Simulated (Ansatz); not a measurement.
A (111) slab of Au (Fm-3m (No. 225)), 5 planes, outer planes Au (top) and Au (bottom), with 5 atoms (Au5) in a surface cell of A = 7.365 Å², as cut from the bulk:

```
Au
1.0
     2.91621    0.00000    0.00000
    -1.45810    2.52551    0.00000
     0.00000    0.00000   24.52429
Au
5
Direct
  0.66667 0.33333 0.30582
  0.33333 0.66667 0.40291
  0.00000 0.00000 0.50000
  0.66667 0.33333 0.59709
  0.33333 0.66667 0.69418
```

All numbers below come from Ansatz 0.2.0, DFT r2SCAN, scalar-relativistic, plane waves, PAW. Settings: cutoff 500 eV, Γ-centred mesh 12×12×1 on the computed 5-atom cell, Gaussian smearing of 0.10 eV; no spin polarisation. The cell repeats along c with a dipole correction in the vacuum.

Against the same 5 atoms in the bulk, the slab as cut lies 0.813 eV higher and the relaxed slab 0.807 eV higher.

Q: Work out the surface energy before and after relaxation.

A: The slab has two faces, so γ = (E_slab − N·E_bulk)/(2A), the mean of both. As cut: 0.813/(2 × 7.365) = 0.0552 eV/Å², and 1 eV/Å² = 16.02 J/m², so γ = 0.88 J/m². Relaxed: 0.807/(2 × 7.365) = 0.0548 eV/Å² = 0.88 J/m². Relaxation recovers 0.7 % of the cost of cutting.

Q: A cut through this plane breaks about 3 nearest-neighbour bonds a surface cell. What does each broken bond cost, before relaxation?

A: One cut makes two faces and costs 2γA = 0.813 eV, shared by 3 bonds: 0.27 eV a bond. In a metal this is less than the cohesive energy a bond, since the bonds that remain at the surface strengthen.

Q: What is the ideal work of this cut, per area?

A: Griffith's ideal work is 2γ: 1.77 J/m² if the new faces stay rigid, 1.76 J/m² if they relax. One thickness was run, 5 planes, so γ can still shift with it.